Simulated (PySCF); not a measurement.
Rows and methods have been separated. Pair them.

Compound: (E)-diazene, N₂H₂.
SMILES: `[H]/N=N/[H]`

The closed-shell ground state was solved 3 times with PySCF (density fitting, gas phase), always in the aug-cc-pVTZ basis (138 functions), with these functionals: CAM-B3LYP, PBE0 and wB97X-D. Isolated species at its PBE0-D3(BJ)/def2-TZVP geometry, gas phase.

```csv
row,total energy (Eh),HOMO (eV),LUMO (eV)
P,-110.6471,-9.06,0.38
Q,-110.5584,-7.10,-1.56
R,-110.6392,-8.64,-0.33
```

**Question.** Which functional belongs to which row?

**Answer.** P = wB97X-D, Q = PBE0, R = CAM-B3LYP. By rising HOMO–LUMO gap: PBE0 (global hybrid, 25 % exact exchange) 5.54 eV; CAM-B3LYP (range-separated hybrid) 8.31 eV; wB97X-D (range-separated hybrid) 9.44 eV. Total energies of different functionals aren't bounds to one another; each is stationary for its own functional.

wB97X-D is run here without its empirical dispersion term; that term would change no orbital, density or response property at a fixed geometry.
